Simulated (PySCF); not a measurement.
**C2 at PBE0**

Computed with PBE0; PySCF, no relativity, basis sets C def2-TZVP.

```
state                          : ³Πu (triplet), unpaired electrons σ ↑, π ↑
bond length                    : 1.301 Å
harmonic wavenumber            : 1711 cm⁻¹
force constant                 : 10.4 mdyn/Å
rotational constant Be         : 1.659 cm⁻¹
anharmonicity ωexe             : 10.8 cm⁻¹
vibration–rotation constant αe : 0.0156 cm⁻¹
well depth De to C + C         : 6.30 eV
dissociation energy D0         : 6.19 eV
bond order (Mayer)             : 2.64
```

The state is the lowest determinant that a PBE0 search found; another state may lie lower at other levels.
